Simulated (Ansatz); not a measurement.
```yaml
crystal:
  periodic: [false, false, false]
  atoms:
    - {symbol: O, position_ang: [-1.055501, 0.870155, 0.630525]}
    - {symbol: C, position_ang: [0.245154, 0.476736, 0.370503]}
    - {symbol: C, position_ang: [0.384368, -0.699241, -0.524529]}
    - {symbol: S, position_ang: [-0.861023, -1.489536, -1.168447]}
    - {symbol: H, position_ang: [-1.631660, 0.256114, 0.142517]}
    - {symbol: H, position_ang: [0.777111, 0.234025, 1.306623]}
    - {symbol: H, position_ang: [0.820916, 1.299717, -0.087153]}
    - {symbol: H, position_ang: [1.412736, -1.005069, -0.725938]}
basis:
  gaussian: {orbitals: cc-pVDZ}
total_charge: 1
magnetization: {spin_polarized: true, initial_magnetization: 1}
hamiltonian: {xc: {name: HF}}
correlation: {method: mp2, frozen_orbitals: {O: 9}}
output: {forces: true}
```

```sh
$ ansatz run in.yaml --threads 2 --pin off --events-out ev --progress --plain --max-ram 4352MiB
```

Shortened log:

```
Functional definition: HF
Error: "frozen_orbitals" has no count for C
```

In this input frozen orbitals are typed for one element alone, and the program wants a count for each. The input was rejected before any iteration.
